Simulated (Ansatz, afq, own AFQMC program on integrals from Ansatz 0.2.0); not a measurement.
# SiH3⁻, singlet in 6-31++G**, levels against CCSDT(Q)

```xyz
4

Si    0.0047    0.0000   -0.0774
H     1.1645   -0.0002    0.6575
H    -0.6477    1.1304    0.7496
H    -0.6480   -1.1302    0.7496
```

Basis 6-31++G**. Only valence electrons are correlated. AFQMC by an in-house program on the Cholesky factors that Ansatz 0.2.0 writes for its CCSD(T) run. ph-AFQMC/CISD is guided by a CISD state made of CCSD amplitudes; releasing the constraint for a short imaginary time cuts its bias at the price of noise, slowly where states lie close. ± is one standard error of the sampling.

Determinant: RHF, the one that the program's search chose, which needn't be the lowest solution. The geometry is a point of a scan.

No full CI on the walks' own integrals is used here; CCSDT(Q) serves as the reference and is uncertain by about the last step of the cluster series.

Cautions: the released energies move by 1.5 errors or more from one time to the next, so no released level is given (meV from the phaseless value at times in 1/Eh: -3 ± 6 at 0.24, -12 ± 5 at 0.51, 1 ± 5 at 0.99, -4 ± 4 at 1.62, -13 ± 6 at 2.40), though the last usable value meets CCSDT(Q) within the noise.

```
T1 diagnostic                               : 0.0116
weight of the determinant in the CISD state : 0.918
size of the correlated space                : 8 electrons in 36 orbitals
```

Reference: CCSDT(Q), correlation energy -3.789 eV.

| level | E − E(reference) (kJ/mol) | share of correlation (%) |
| --- | --- | --- |
| HF | 365.6 | 0.00 |
| MP2 | 76.3 | 79.12 |
| CCSD | 9.6 | 97.38 |
| CCSD(T) | 1.8 | 99.51 |
| CCSDT | 0.2 | 99.94 |
| ph-AFQMC/CISD | 0.5 ± 0.4 | 99.85 |

A walk keeps the symmetry of its determinant, which the program's search chose and which needn't be the lowest solution, so a lower state of the same spin and another symmetry isn't excluded.
